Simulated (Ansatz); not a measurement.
Input file:

```yaml
crystal:
  periodic: [false, false, false]
  atoms:
    - {symbol: Mg, position_ang: [0.000000, 0.000000, 0.562572]}
    - {symbol: Mg, position_ang: [0.000000, 0.000000, -3.357453]}
    - {symbol: H, position_ang: [0.000000, 0.000000, 2.794881]}
basis:
  gaussian: {orbitals: def2-mTZVP}
magnetization: {spin_polarized: false, initial_magnetization: 1}
correlation: {active_space: {window: {electrons: 1, orbitals: 6}, states: [{multiplicity: 2, weights: [1, 1, 0.5, 1]}], root: 2}}
scf: {lower_state_search: off}
output: {forces: true}
```

```sh
$ ansatz run in.yaml --threads 1 --pin off --events-out ev --progress --plain --max-ram 2393MiB
```

The program prints:

```
these checks for a lower state are left out or cut short: stability, starts, cluster_reference, orbital_swaps, neighbouring_geometries, increment
558 factors; integrals over basis functions are off by at most 2.5e-7 eV
mean field evaluation 1: about -10876.3751 eV, gradient 4.4e0 eV
mean field evaluation 2: about -10876.3987 eV, gradient 4.4e0 eV
mean field evaluation 4: about -10876.7303 eV, gradient 4.7e-1 eV
mean field evaluation 8: about -10876.7483 eV, gradient 3.3e-1 eV
mean field evaluation 16: about -10876.7641 eV, gradient 1.7e-5 eV
mean field -10876.76411111 eV, -399.7137085477 hartree, gradient 1.3e-6 eV, S^2 0.750000; 0 other end points of the search recorded, 0 dependent functions left out
reference -10876.76411111 eV, -399.7137085477 hartree; 13, 12 occupied and 18, 19 virtual orbitals, 558 factors
state -10876.74313098 eV, -399.7129375423 hartree
state -10871.18557662 eV, -399.5087011865 hartree
state -10871.18402861 eV, -399.5086442982 hartree
state -10870.98128411 eV, -399.5011935753 hartree
the calculation of the forces begins
Total energy: -10871.18402861 eV, -399.5086442982 hartree
Atom 0 at     0.000000     0.000000     0.562572 Å, force    -0.000000     0.000000     1.900204 eV/Å
Atom 1 at     0.000000     0.000000    -3.357453 Å, force     0.000000     0.000000     0.170350 eV/Å
Atom 2 at     0.000000     0.000000     2.794881 Å, force    -0.000000    -0.000000    -2.070554 eV/Å
Dipole moment:    -0.000000    -0.000000    -1.535777 e Å
Checks for a lower state left out: stability, starts, cluster_reference, orbital_swaps, neighbouring_geometries, increment
```

Natural occupations, averaged over the states: 0.2857 0.2857 0.2857 0.1429 0.0000 0.0000.

Before any correction even the lowest state lies above the reference determinant, by 0.02 eV, so the averaged orbitals or the space serve it badly.

Forces (eV/Å):
```
Mg   0.000  0.000  1.900
Mg   0.000  0.000  0.170
H    0.000  0.000 -2.071
```

Ran on 1 thread of Arm Neoverse V1, shared host: 0.73 s wall, 0.07 GiB peak host memory.
